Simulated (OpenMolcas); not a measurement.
# C2H2F4 (norflurane) at SVWN/def2-SVPD

What is the vertical singlet–triplet gap of C2H2F4 (norflurane) at SVWN/def2-SVPD? 

The calculation is run with OpenMolcas 26.06.

## Step 1: The molecule

The species is C2H2F4 (8 atoms), meant as a singlet with charge 0. As SMILES, `FCC(F)(F)F`. The shape is that of a PBE0-D4/def2-TZVP optimisation.

Bond lengths: F1–C2 1.364 Å, C2–C3 1.514 Å, C3–F4 1.332 Å, C3–F5 1.339 Å, C3–F6 1.332 Å, C2–H7 1.092 Å, C2–H8 1.092 Å. Some angles: F1–C2–C3 109.8°, C2–C3–F4 111.9°, C2–C3–F5 108.9°, C2–C3–F6 111.9°, F4–C3–F5 108.1°, F4–C3–F6 107.9°, F5–C3–F6 108.1°, F1–C2–H7 109.7°, F1–C2–H8 109.7°, C3–C2–H7 108.6°.

## Step 2: Energy and forces at SVWN/def2-SVPD

mol.xyz

```xyz
8

F     -0.224600    -1.506500     0.915200
C     -0.211200    -0.737800    -0.211700
C      0.211200     0.674300     0.135500
F      1.434400     0.711300     0.662400
F      0.217100     1.411800    -0.982100
F     -0.624600     1.243600     1.002900
H      0.502000    -1.148600    -0.930100
H     -1.212300    -0.705100    -0.647900
```

job.inp

```
>>> EXPORT MOLCAS_PRINT=2

&GATEWAY
  BasLib
  $CurrDir
  Coord
  mol.xyz
  Basis
  def2-SVPD
  Group
  NoSym

&SEWARD

&SCF
  KSDFT
  SVWN
  PrOrbitals
  0

&ALASKA
```

The basis set def2-SVPD is read from a file made from the Basis Set Exchange's data (not shown).

Command:

```sh
$ export MOLCAS_MEM=1860
$ pymolcas job.inp > job.log
```

What it wrote (excerpt; [...] marks lines left out):

```text
--- Start Module: gateway ---
[...]
--- Stop Module: gateway /rc=_RC_ALL_IS_WELL_ ---
[...]
      Basis functions          148
[...]
--- Start Module: scf ---
[...]
       Convergence after  12 Iterations
[...]
::    Total KS-DFT energy                            -474.2444045470
[...]
      Total spin, S                                     0.0000000000
[...]
      Total electronic charge=   50.000000
      Total            charge=   -0.000000
[...]
      Dipole Moment (debye):
      Origin of the operator (angstrom)=    0.1424    0.3207    0.2731
                   X= -5.0718E-01               Y= -8.6344E-01               Z= -1.7224E+00           Total=  1.9924E+00
      Quadrupole Moment (debye*angstrom):
[...]
--- Stop Module: scf /rc=_RC_ALL_IS_WELL_ ---
[...]
--- Start Module: alaska ---
[...]
 *              Molecular gradients               *
 **************************************************
  Irreducible representation: a
 ------------------------------------------------------------------------------------------
                              X                       Y                       Z
 ------------------------------------------------------------------------------------------
  F1               -4.31682566149671E-04   -3.17554201530257E-03    2.40166261814245E-03
  C2               -3.73132180851110E-03   -4.57582746951246E-03   -1.56334754341518E-02
  C3                4.34385439295193E-04    1.40983887699697E-03    6.60913366395536E-04
  F4                1.67093592563106E-03    1.10050770694015E-03    3.77673142196500E-04
  F5                2.02557052199251E-04    1.14229901881835E-03   -5.34996526187825E-04
  F6               -7.21793147530292E-04    1.71752388519764E-03    7.55033900501800E-04
  H7               -7.55747452546096E-03    3.47753878179491E-03    7.44495268562062E-03
  H8                1.01343936304676E-02   -1.09633878497412E-03    4.52823624729737E-03
[...]
--- Stop Module: alaska /rc=_RC_ALL_IS_WELL_ ---
[...]
```

It took 48 s on 1 thread of Arm Neoverse V1, shared host; peak memory 0.93 GiB.

## Step 3: The triplet, same level

mol.xyz is that of step 2.

job.inp

```
* C2H2F4 Kohn-Sham DFT

&GATEWAY
 BASLIB = $CurrDir
 COORD = mol.xyz
 BASIS = def2-SVPD
 GROUP = NoSym

&SEWARD

&SCF
 UHF
 SPIN = 3
 KSDFT = SVWN
 PRORBITALS = 0

&ALASKA
```

The basis set def2-SVPD is read from a file made from the Basis Set Exchange's data (not shown).

Command:

```sh
$ export MOLCAS_MEM=1860
$ pymolcas job.inp > job.log
```

What it wrote (excerpt; [...] marks lines left out):

```text
--- Start Module: gateway ---
[...]
--- Stop Module: gateway /rc=_RC_ALL_IS_WELL_ ---
[...]
      Basis functions          148
[...]
--- Start Module: scf ---
[...]
       Convergence after  40 Iterations
[...]
::    Total KS-DFT energy                            -473.9304463020
[...]
      Total spin, S                                     1.0002586432
[...]
      Total electronic charge=   50.000000
      Total            charge=   -0.000000
[...]
      Dipole Moment (debye):
      Origin of the operator (angstrom)=    0.1424    0.3207    0.2731
                   X= -9.6505E-01               Y= -2.5183E+00               Z= -1.9127E+00           Total=  3.3063E+00
      Quadrupole Moment (debye*angstrom):
[...]
--- Stop Module: scf /rc=_RC_ALL_IS_WELL_ ---
[...]
--- Start Module: alaska ---
[...]
 *              Molecular gradients               *
 **************************************************
  Irreducible representation: a
 ------------------------------------------------------------------------------------------
                              X                       Y                       Z
 ------------------------------------------------------------------------------------------
  F1                1.59857647005879E-03    4.19486578655057E-02   -5.63394682663141E-02
  C2               -2.14708074463958E-02   -8.63572677659530E-02    5.01870663804382E-03
  C3                1.78550268212239E-02    7.83084909644476E-02   -1.38946058030288E-02
  F4               -3.63404849989912E-02   -6.90622209924241E-03   -3.41457246363674E-03
  F5               -4.68470166461893E-03   -4.34051420246515E-02    3.94274546506068E-02
  F6                2.58183509684624E-02   -2.29975107387528E-02   -1.37178388995007E-02
  H7                3.38385675664910E-04    2.18284880753621E-02    2.28273857974419E-02
  H8                1.68856541746658E-02    1.75805057233539E-02    2.00929383463100E-02
[...]
--- Stop Module: alaska /rc=_RC_ALL_IS_WELL_ ---
[...]
```

Wall time 2.1 min (1 thread of Arm Neoverse V1, shared host); peak memory 0.94 GiB.

## Step 4: Results

Level: SVWN/def2-SVPD.

| quantity | value |
| --- | --- |
| singlet: total energy | -474.24440 Eh |
| singlet: dipole moment | 1.99 D |
| singlet: HOMO energy | -9.51 eV |
| singlet: LUMO energy | -0.85 eV |
| singlet: HOMO–LUMO gap | 8.66 eV |
| singlet: largest force on an atom | 0.859 eV/Å |
| triplet: total energy | -473.93045 Eh |
| triplet: dipole moment | 3.31 D |
| triplet: HOMO energy (highest over α and β) | -1.77 eV |
| triplet: ⟨S²⟩ | 2.001 |
| triplet: largest force on an atom | 4.583 eV/Å |
| vertical energy of the triplet above the singlet | 8.543 eV |

In words: At this shape the triplet lies 8.54 eV (824 kJ/mol) above the singlet. The largest force (singlet) is 0.86 eV/Å: the shape isn't a stationary point for this species at this level. Mulliken charges (triplet) run from -0.38 on F5 to +0.71 on C3; in a basis this large or diffuse they mean little.
